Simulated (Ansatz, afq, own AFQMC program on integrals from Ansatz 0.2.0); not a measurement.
# H2O (triplet): quantum Monte Carlo beside coupled cluster at distance H1–H2 along a hydrogen transfer = 0.910 Å, cc-pVTZ

Aim: compute H2O (triplet) with auxiliary-field quantum Monte Carlo on the same integrals as coupled cluster, and set the energies side by side.

Computed with Ansatz 0.2.0, Gaussian basis, and an in-house AFQMC program (afq) on its integrals; all values are calculated. Level: cc-pVTZ, frozen cores.

The runs, in order: PBE (unrestricted); r2SCAN (unrestricted); PBE0 (unrestricted); B3LYP (unrestricted); CCSD(T) on UHF; wB97M-V (unrestricted); B2PLYP (unrestricted); CCSDT(Q) on UHF; Phaseless AFQMC, CISD trial on UHF.

### Step 1. The system

The geometry derives from fragments relaxed apart (PBE0/def2-TZVP) and kept rigid, so it is no stationary point. A hydrogen atom is moved between rigid fragments.

3 atoms, charge 0, spin multiplicity 3.

Atoms are counted from 1 here; the program's logs count them from 0.

Bond lengths: H2–O3 1.056 Å.

As a file:

```xyz
3

H     0.00000    0.00000   -0.95867
H     0.00000    0.00000   -0.04867
O     0.00000    0.00000    1.00733
```

### Step 2. PBE (unrestricted)

in.yaml

```yaml
crystal:
  periodic: [false, false, false]
  atoms:
    - {symbol: H, position_ang: [0.000000, 0.000000, -0.958667]}
    - {symbol: H, position_ang: [0.000000, 0.000000, -0.048667]}
    - {symbol: O, position_ang: [0.000000, 0.000000, 1.007333]}
basis:
  gaussian: {orbitals: cc-pVTZ}
magnetization: {spin_polarized: true, initial_magnetization: 2}
hamiltonian: {xc: {name: PBE}}
output: {orbitals: {seedname: orbitals}}
```

Command:

```console
ansatz run in.yaml --threads 1 --pin off --events-out ev --progress --plain --max-ram 5632MiB --backend cpu
```

The log of the run:

```text
Functional definition: PBE
  name "PBE"
  cite "Perdew, Burke & Ernzerhof, Phys. Rev. Lett. 77, 3865 (1996) doi:10.1103/PhysRevLett.77.3865"
  parent pbe
  parameter kappa = 0.804
  parameter beta = 0.06672455060314922
  exchange = pbe_x(kappa = kappa, mu = beta*pi^2/3)
  correlation = pbe_c(beta = beta)
287 factors; their error is unknown
mean field evaluation 1: about -2071.5959 eV, gradient 1.8e1 eV
mean field evaluation 2: about -2069.8436 eV, gradient 2.8e1 eV
mean field evaluation 4: about -2072.6436 eV, gradient 6.9e-1 eV
mean field evaluation 8: about -2072.6381 eV, gradient 1.5e-1 eV
mean field evaluation 16: about -2072.3966 eV, gradient 9.4e0 eV
mean field -2072.63810888 eV, -76.1680456169 hartree, gradient 1.7e-5 eV, S^2 2.005142; 2 other end points of the search recorded, 0 dependent functions left out
reference -2072.63813129 eV, -76.1680464405 hartree; 6, 4 occupied and 52, 54 virtual orbitals, 287 factors
Total energy: -2072.63813129 eV, -76.1680464405 hartree
```

Wall time 0.55 s (1 thread of AMD EPYC 7R13 (Zen 3), shared host); peak memory 1.6 GiB.

From the report: ⟨S²⟩ of the determinant 2.005 (pure triplet: 2.00).

### Step 3. r2SCAN (unrestricted)

Changes to in.yaml since step 2:

```diff
@@ -9,3 +9,2 @@
 magnetization: {spin_polarized: true, initial_magnetization: 2}
-hamiltonian: {xc: {name: PBE}}
-output: {orbitals: {seedname: orbitals}}
+hamiltonian: {xc: {name: r2SCAN}}
```

Launched as before.

The log of the run:

```text
Functional definition: r2SCAN
  name "r2SCAN"
  cite "Furness, Kaplan, Ning, Perdew & Sun, J. Phys. Chem. Lett. 11, 8208 (2020) doi:10.1021/acs.jpclett.0c02405"
  cite "Furness, Kaplan, Ning, Perdew & Sun, J. Phys. Chem. Lett. 11, 9248 (2020) doi:10.1021/acs.jpclett.0c03077"
  parent r2scan
  parameter k0 = 0.174
  parameter k1 = 0.065
  parameter a1 = 4.9479
  exchange = r2scan_x(k0 = k0, k1 = k1, a1 = a1)
  correlation = r2scan_c
287 factors; their error is unknown
mean field evaluation 1: about -2073.1629 eV, gradient 1.6e1 eV
mean field evaluation 2: about -2072.4622 eV, gradient 2.1e1 eV
mean field evaluation 4: about -2074.0187 eV, gradient 6.8e-1 eV
mean field evaluation 8: about -2074.0163 eV, gradient 1.6e-1 eV
mean field -2074.01637906 eV, -76.2186961117 hartree, gradient 1.6e-5 eV, S^2 2.009433; 0 other end points of the search recorded, 0 dependent functions left out
reference -2074.01638616 eV, -76.2186963724 hartree; 6, 4 occupied and 52, 54 virtual orbitals, 287 factors
Total energy: -2074.01638616 eV, -76.2186963724 hartree
```

Run time: 0.79 s. Hardware: 1 thread of AMD EPYC 7R13 (Zen 3), shared host; peak memory 1.6 GiB.

From the report: ⟨S²⟩ of the determinant 2.009 (pure triplet: 2.00).

### Step 4. PBE0 (unrestricted)

Changes to in.yaml since step 3:

```diff
@@ -9,2 +9,3 @@
 magnetization: {spin_polarized: true, initial_magnetization: 2}
-hamiltonian: {xc: {name: r2SCAN}}
+hamiltonian: {xc: {name: PBE0}}
+output: {orbitals: {seedname: orbitals}}
```

Launched as before.

The log of the run:

```text
Functional definition: PBE0
  name "PBE0"
  cite "Adamo & Barone, J. Chem. Phys. 110, 6158 (1999) doi:10.1063/1.478522"
  cite "Perdew, Burke & Ernzerhof, Phys. Rev. Lett. 77, 3865 (1996) doi:10.1103/PhysRevLett.77.3865"
  parent pbe
  parameter a = 0.25
  parameter kappa = 0.804
  parameter beta = 0.06672455060314922
  exchange = (1 - a)*pbe_x(kappa = kappa, mu = beta*pi^2/3) + a*exact_x
  correlation = pbe_c(beta = beta)
287 factors; their error is unknown
mean field evaluation 1: about -2072.0184 eV, gradient 1.4e1 eV
mean field evaluation 2: about -2071.8444 eV, gradient 1.5e1 eV
mean field evaluation 4: about -2072.6855 eV, gradient 3.2e-1 eV
mean field evaluation 8: about -2072.6834 eV, gradient 1.4e-1 eV
mean field evaluation 16: about -2072.6835 eV, gradient 6.0e-6 eV
mean field -2072.68349106 eV, -76.1697133812 hartree, gradient 6.0e-6 eV, S^2 2.009343; 0 other end points of the search recorded, 0 dependent functions left out
reference -2072.68350843 eV, -76.1697140194 hartree; 6, 4 occupied and 52, 54 virtual orbitals, 287 factors
Total energy: -2072.68350843 eV, -76.1697140194 hartree
```

Run time: 0.39 s. Hardware: 1 thread of AMD EPYC 7R13 (Zen 3), shared host; peak memory 1.6 GiB.

From the report: ⟨S²⟩ of the determinant 2.009 (pure triplet: 2.00).

### Step 5. B3LYP (unrestricted)

Changes to in.yaml since step 4:

```diff
@@ -9,3 +9,2 @@
 magnetization: {spin_polarized: true, initial_magnetization: 2}
-hamiltonian: {xc: {name: PBE0}}
-output: {orbitals: {seedname: orbitals}}
+hamiltonian: {xc: {name: B3LYP}}
```

Launched as before.

The log of the run:

```text
Functional definition: B3LYP
  name "B3LYP"
  cite "Stephens, Devlin, Chabalowski & Frisch, J. Phys. Chem. 98, 11623 (1994) doi:10.1021/j100096a001"
  cite "Becke, Phys. Rev. A 38, 3098 (1988) doi:10.1103/PhysRevA.38.3098"
  cite "Lee, Yang & Parr, Phys. Rev. B 37, 785 (1988) doi:10.1103/PhysRevB.37.785"
  cite "Vosko, Wilk & Nusair, Can. J. Phys. 58, 1200 (1980) doi:10.1139/p80-159"
  parameter a0 = 0.2
  parameter ax = 0.72
  parameter ac = 0.81
  exchange = (1 - a0 - ax)*slater_x + ax*b88_x + a0*exact_x
  correlation = (1 - ac)*vwn_rpa_c + ac*lyp_c
287 factors; their error is unknown
mean field evaluation 1: about -2074.2629 eV, gradient 1.5e1 eV
mean field evaluation 2: about -2073.7081 eV, gradient 2.0e1 eV
mean field evaluation 4: about -2075.0608 eV, gradient 3.8e-1 eV
mean field evaluation 8: about -2075.0579 eV, gradient 2.1e-3 eV
mean field -2075.05790748 eV, -76.2569715751 hartree, gradient 2.0e-5 eV, S^2 2.007958; 0 other end points of the search recorded, 0 dependent functions left out
reference -2075.05805154 eV, -76.2569768691 hartree; 6, 4 occupied and 52, 54 virtual orbitals, 287 factors
Total energy: -2075.05805154 eV, -76.2569768691 hartree
```

Wall time 0.37 s (1 thread of AMD EPYC 7R13 (Zen 3), shared host); peak memory 1.6 GiB.

From the report: ⟨S²⟩ of the determinant 2.008 (pure triplet: 2.00).

### Step 6. CCSD(T) on UHF

Changes to in.yaml since step 5:

```diff
@@ -9,2 +9,2 @@
 magnetization: {spin_polarized: true, initial_magnetization: 2}
-hamiltonian: {xc: {name: B3LYP}}
+correlation: {method: ccsd_t, electrons: outside_noble_gas, hamiltonian_folder: ham}
```

Command:

```console
ansatz run in.yaml --threads 1 --pin off --events-out ev --progress --plain --max-ram 16896MiB --backend cuda --devices 0, --max-vram 18GiB
```

The log of the run, shortened:

```text
Functional definition: HF
  name "HF"
  cite "Fock, Z. Phys. 61, 126 (1930) doi:10.1007/BF01340294"
  parent pbe
[...]
334 factors; integrals over basis functions are off by at most 1.2e-3 eV
[...]
mean field -2065.00787861 eV, -75.8876398263 hartree, gradient 4.6e-6 eV, S^2 2.035056; 5 other end points of the search recorded, 0 dependent functions left out
determinant -2065.00787861 eV, -75.8876398263 hartree, with singles and doubles -2071.16731238 eV, -76.1139948425 hartree
determinant -2062.88070843 eV, -75.8094677640 hartree, with singles and doubles -2068.53580394 eV, -76.0172886908 hartree
1 core orbitals not correlated: weight in the atoms' cores, before any rotation towards them, 1.000 or more for the frozen orbitals, at most 0.000 for the correlated occupied ones
reference -2065.00787861 eV, -75.8876398263 hartree; 5, 3 occupied and 52, 54 virtual orbitals, 334 factors
second order -5.62070782 eV of doubles, -0.00000000 eV of singles
cycle   1  -6.11737067 eV  change   -7.4e-1 eV  update   1.4e-2
[...]
cycle   8  -6.13556214 eV  change    3.1e-6 eV  update   6.5e-6
perturbative correction -0.15926930 eV, -0.0058530388 hartree
Total energy: -2071.30271005 eV, -76.1189706150 hartree
```

Wall time 2.3 s (1 × NVIDIA H100 80GB HBM3 with 1 thread of AMD EPYC 7R13 (Zen 3), shared host); peak host memory 1.6 GiB.

From the report: ⟨S²⟩ of the determinant 2.035 (pure triplet: 2.00); correlation -6.2948 eV; T1 0.014; largest double amplitude 0.05.

This run also writes the integrals to the folder ham.

### Step 7. wB97M-V (unrestricted)

Changes to in.yaml since step 6:

```diff
@@ -9,2 +9,3 @@
 magnetization: {spin_polarized: true, initial_magnetization: 2}
-correlation: {method: ccsd_t, electrons: outside_noble_gas, hamiltonian_folder: ham}
+hamiltonian: {xc: {name: wB97M-V}}
+output: {orbitals: {seedname: orbitals}}
```

Command:

```console
ansatz run in.yaml --threads 1 --pin off --events-out ev --progress --plain --max-ram 5632MiB --backend cpu
```

The log of the run, shortened:

```text
Functional definition: wB97M-V
  name "wB97M-V"
  cite "Mardirossian & Head-Gordon, J. Chem. Phys. 144, 214110 (2016) doi:10.1063/1.4952647"
  cite "Becke, J. Chem. Phys. 107, 8554 (1997) doi:10.1063/1.475007"
  cite "Vydrov & Van Voorhis, J. Chem. Phys. 133, 244103 (2010) doi:10.1063/1.3521275"
  # Of w^i u^j: cxij and so on, Table III.
[...]
  gx(w, u) = 1 - cx + cx01*u + cx10*w
  gss(w, u) = css00 + css04*u^4 + css10*w + css20*w^2 + css43*w^4*u^3
  gos(w, u) = cos00 + cos10*w + (cos20 + cos21*u)*w^2 + (cos60 + cos61*u)*w^6
[...]
      + integral(e_c_pw_mod_opposite_spin*gos(b97_w_opposite, b97_u_opposite)) + vv10(b, c)
287 factors; their error is unknown
69 factors; integrals over basis functions are off by at most 4.1e-5 eV
[...]
mean field -2073.87206225 eV, -76.2133925667 hartree, gradient 1.8e-5 eV, S^2 2.007975; 0 other end points of the search recorded, 0 dependent functions left out
reference -2073.87208425 eV, -76.2133933752 hartree; 6, 4 occupied and 52, 54 virtual orbitals, 287 factors
Total energy: -2073.87208425 eV, -76.2133933752 hartree
```

Run time: 1.2 s. Hardware: 1 thread of AMD EPYC 7R13 (Zen 3), shared host; peak memory 1.6 GiB.

From the report: ⟨S²⟩ of the determinant 2.008 (pure triplet: 2.00).

### Step 8. B2PLYP (unrestricted)

Changes to in.yaml since step 7:

```diff
@@ -9,3 +9,3 @@
 magnetization: {spin_polarized: true, initial_magnetization: 2}
-hamiltonian: {xc: {name: wB97M-V}}
-output: {orbitals: {seedname: orbitals}}
+hamiltonian: {xc: {name: B2PLYP}}
+correlation: {electrons: outside_noble_gas}
```

Launched as before.

The log of the run, shortened:

```text
Functional definition: B2PLYP
  name "B2PLYP"
  cite "Grimme, J. Chem. Phys. 124, 034108 (2006) doi:10.1063/1.2148954"
  cite "Becke, Phys. Rev. A 38, 3098 (1988) doi:10.1103/PhysRevA.38.3098"
  cite "Lee, Yang & Parr, Phys. Rev. B 37, 785 (1988) doi:10.1103/PhysRevB.37.785"
[...]
334 factors; integrals over basis functions are off by at most 1.2e-3 eV
[...]
mean field -2071.63439562 eV, -76.1311598350 hartree, gradient 5.3e-6 eV, S^2 2.016407; 0 other end points of the search recorded, 0 dependent functions left out
1 core orbitals not correlated: weight in the atoms' cores, before any rotation towards them, 1.000 or more for the frozen orbitals, at most 0.000 for the correlated occupied ones
reference -2071.63448912 eV, -76.1311632710 hartree; 5, 3 occupied and 52, 54 virtual orbitals, 334 factors
second order -6.75839405 eV of doubles, -0.00000000 eV of singles
Total energy: -2073.45925551 eV, -76.1982221990 hartree
```

Wall time 0.48 s (1 thread of AMD EPYC 7R13 (Zen 3), shared host); peak memory 1.6 GiB.

From the report: ⟨S²⟩ of the determinant 2.016 (pure triplet: 2.00).

### Step 9. CCSDT(Q) on UHF

Changes to in.yaml since step 8:

```diff
@@ -9,3 +9,2 @@
 magnetization: {spin_polarized: true, initial_magnetization: 2}
-hamiltonian: {xc: {name: B2PLYP}}
-correlation: {electrons: outside_noble_gas}
+correlation: {method: ccsdt_q, electrons: outside_noble_gas}
```

Command:

```console
ansatz run in.yaml --threads 1 --pin off --events-out ev --progress --plain --max-ram 16896MiB --backend cuda --devices 0, --max-vram 18GiB
```

The log of the run, shortened:

```text
Functional definition: HF
  name "HF"
  cite "Fock, Z. Phys. 61, 126 (1930) doi:10.1007/BF01340294"
  parent pbe
[...]
648 factors; integrals over basis functions are off by at most 1.8e-7 eV
[...]
mean field -2065.00788024 eV, -75.8876398860 hartree, gradient 4.3e-6 eV, S^2 2.035056; 5 other end points of the search recorded, 0 dependent functions left out
determinant -2065.00788024 eV, -75.8876398860 hartree, with singles and doubles -2071.16732616 eV, -76.1139953487 hartree
determinant -2062.88070927 eV, -75.8094677950 hartree, with singles and doubles -2068.53581350 eV, -76.0172890423 hartree
1 core orbitals not correlated: weight in the atoms' cores, before any rotation towards them, 1.000 or more for the frozen orbitals, at most 0.000 for the correlated occupied ones
reference -2065.00788024 eV, -75.8876398860 hartree; 5, 3 occupied and 52, 54 virtual orbitals, 648 factors
second order -5.62072139 eV of doubles, -0.00000000 eV of singles
cycle   1  -5.93411145 eV  change   -3.1e-1 eV  update   5.2e-2
[...]
cycle  15  -6.30672453 eV  change   -3.1e-7 eV  update   2.7e-7
perturbative correction -0.00624226 eV, -0.0002293989 hartree
Total energy: -2071.32084703 eV, -76.1196371368 hartree
```

It took 3.4 s on 1 × NVIDIA H100 80GB HBM3 with 1 thread of AMD EPYC 7R13 (Zen 3), shared host; peak host memory 1.6 GiB.

From the report: ⟨S²⟩ of the determinant 2.035 (pure triplet: 2.00); correlation -6.3130 eV; T1 0.015; largest double amplitude 0.05.

### Step 10. Phaseless AFQMC, CISD trial on UHF

It reads the integrals that the CCSD(T) run on this determinant wrote.

Command:

```console
afq ham --method phaseless --trial cisd --walkers 4000 --populations 20 --least-time 60 --time-step 0.005 --steps-per-block 50 --equilibration-blocks 28 --max-blocks 4000 --target-error 0.00017 --factor-cut 1e-05 --start spin_pure --seed 6050 --release-times 0.24,0.51,0.99,1.62,2.4 --release-step 0.03 --release-every 3 --taylor-order 6
```

The log of the run:

```text
orbitals 57  electrons 5 3  factors 334 of 334
reference energy -75.88763983 Eh
CCSD correlation -0.22547767 Eh in 10 cycles, weight of the determinant in the CISD state 0.9383
energy of the start -76.112110 Eh
 block  time / (1/Eh)  mean weight  energy / Eh
     1     0.250  0.9999  -76.113463
     2     0.500  0.9996  -76.116231
     3     0.750  0.9999  -76.117506
     4     1.000  1.0000  -76.118576
     5     1.250  0.9998  -76.119238
     6     1.500  0.9998  -76.118640
     7     1.750  1.0001  -76.119544
     8     2.000  1.0001  -76.119372
     9     2.250  0.9997  -76.119281
    10     2.500  0.9997  -76.118897
    11     2.750  0.9997  -76.118960
    12     3.000  1.0000  -76.119210
    13     3.250  1.0000  -76.118863
    14     3.500  1.0001  -76.119435
    15     3.750  0.9997  -76.119322
    16     4.000  1.0000  -76.119171
    17     4.250  1.0000  -76.119853
    18     4.500  0.9998  -76.119674
    19     4.750  1.0003  -76.120425
    20     5.000  0.9995  -76.119568
    21     5.250  0.9998  -76.119567
    22     5.500  1.0000  -76.119536
    23     5.750  0.9998  -76.119186
    24     6.000  0.9996  -76.119310
    25     6.250  0.9998  -76.118788
    26     6.500  1.0002  -76.119543
    27     6.750  0.9995  -76.119647
    28     7.000  1.0000  -76.120086
    29     7.250  0.9996  -76.120034
    30     7.500  1.0000  -76.119359
    31     7.750  0.9996  -76.119666
    32     8.000  0.9999  -76.119876
    33     8.250  1.0005  -76.119770
    34     8.500  0.9999  -76.119539
    35     8.750  1.0001  -76.119116
    36     9.000  1.0003  -76.119668
    37     9.250  0.9999  -76.119521
    38     9.500  0.9995  -76.119709
    39     9.750  1.0003  -76.119968
    40    10.000  0.9997  -76.119514
    41    10.250  0.9999  -76.119397
    42    10.500  1.0000  -76.119523
    43    10.750  0.9996  -76.119494
    44    11.000  1.0000  -76.119528
    45    11.250  0.9997  -76.119571
    46    11.500  0.9997  -76.119401
    47    11.750  1.0001  -76.119718
    48    12.000  0.9999  -76.119670
    49    12.250  1.0005  -76.119764
    50    12.500  0.9996  -76.119793
    51    12.750  1.0000  -76.118635
    52    13.000  0.9997  -76.118904
    53    13.250  1.0003  -76.119189
    54    13.500  0.9999  -76.119173
    55    13.750  0.9995  -76.119105
    56    14.000  0.9994  -76.118855
    57    14.250  1.0003  -76.119336
    58    14.500  1.0005  -76.119260
    59    14.750  1.0001  -76.118948
    60    15.000  0.9995  -76.119420
    61    15.250  1.0002  -76.119773
    62    15.500  0.9996  -76.119507
    63    15.750  1.0000  -76.119694
    64    16.000  1.0002  -76.119599
    65    16.250  1.0002  -76.118456
    66    16.500  0.9996  -76.119002
    67    16.750  1.0003  -76.118805
    68    17.000  1.0005  -76.119040
    69    17.250  1.0002  -76.119491
    70    17.500  0.9999  -76.118861
    71    17.750  0.9995  -76.118657
    72    18.000  0.9999  -76.119146
    73    18.250  1.0000  -76.119122
    74    18.500  1.0004  -76.119017
    75    18.750  0.9997  -76.118667
    76    19.000  1.0002  -76.119014
    77    19.250  0.9999  -76.119411
    78    19.500  0.9995  -76.118375
error from the spread of 20 populations
released: time / (1/Eh)  energy / Eh  error  mean overlap
  0.24  -76.117680  0.001620  0.9990
  0.51  -76.119525  0.000062  0.9943
  0.99  -76.119616  0.000064  0.9898
  1.62  -76.119576  0.000074  0.9857
  2.40  -76.119794  0.000110  0.9745
energy -76.119321 +/- 0.000087 Eh
```

It took 91 s on 1 × NVIDIA H100 80GB HBM3 with 2 threads of AMD EPYC 7R13 (Zen 3), shared host; peak host memory 1.6 GiB.

Energy -2071.3123 ± 0.0024 eV. Caveats: constraint bias not in the error.

### Step 11. AFQMC on the ladder

On the UHF determinant, counted from CCSDT(Q) (a yardstick, not exact):

```csv
level,energy (eV),from CCSDT(Q) (kJ/mol),statistical error (kJ/mol),time
HF,-2065.0079,+609.1,,
MP2,-2070.6286,+66.8,,
CCSD,-2071.1434,+17.1,,
CCSD(T),-2071.3027,+1.7,,
CCSDT(Q),-2071.3208,0.0,,
"Phaseless AFQMC, CISD trial, step 0.005, 4000 walkers",-2071.3123,+0.8,0.2,91 s
```

The functionals' totals stand on their own zeros and serve differences with other points: PBE -2072.638 eV; r2SCAN -2074.016 eV; PBE0 -2072.684 eV; B3LYP -2075.058 eV; wB97M-V -2073.872 eV; B2PLYP -2073.459 eV.

### Step 12. Outcome

| quantity | value |
| --- | --- |
| CCSD(T) on UHF from CCSDT(Q) | +1.7 kJ/mol |
| Phaseless AFQMC, CISD trial on UHF from CCSDT(Q) | +0.8 ± 0.2 kJ/mol |

**Reading.** On UHF the phaseless walk with the CISD trial lies +0.8 kJ/mol from CCSDT(Q), 4 times its error bar. Error bars are statistical and leave out the constraint, the time step and what remains of the start.
